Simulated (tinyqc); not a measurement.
Hueckel theory of the pi electrons with the omega technique, for the molecule C=CC=C (SMILES; centres numbered as the heavy atoms are written), step by step. One step of it, computed by the program tinyqc.

Question. Orbitals, round 1. Diagonalise; E = alpha + x beta with beta < 0, so the largest x are filled first; degenerate levels share their electrons. P = sum n_i c_ri c_si; each orbital has its largest coefficient positive (the first on a tie).

Hueckel matrix in units of beta (H = alpha + beta A):
```
,1C,2C,3C,4C
1C,0.000000,1.000000,0.000000,0.000000
2C,1.000000,0.000000,1.000000,0.000000
3C,0.000000,1.000000,0.000000,1.000000
4C,0.000000,0.000000,1.000000,0.000000
```

pi electrons, sum of z_r less the charge = 4

Give: x values; occupations; coefficients; charge and bond-order matrix P.

Answer.

x values: 1.6180  0.6180  -0.6180  -1.6180

occupations: 2.0000  2.0000  0.0000  0.0000

coefficients:
```
,MO1,MO2,MO3,MO4
1C,0.3717,0.6015,0.6015,-0.3717
2C,0.6015,0.3717,-0.3717,0.6015
3C,0.6015,-0.3717,-0.3717,-0.6015
4C,0.3717,-0.6015,0.6015,0.3717
```

charge and bond-order matrix P:
```
,1C,2C,3C,4C
1C,1.0000,0.8944,0.0000,-0.4472
2C,0.8944,1.0000,0.4472,0.0000
3C,0.0000,0.4472,1.0000,0.8944
4C,-0.4472,0.0000,0.8944,1.0000
```
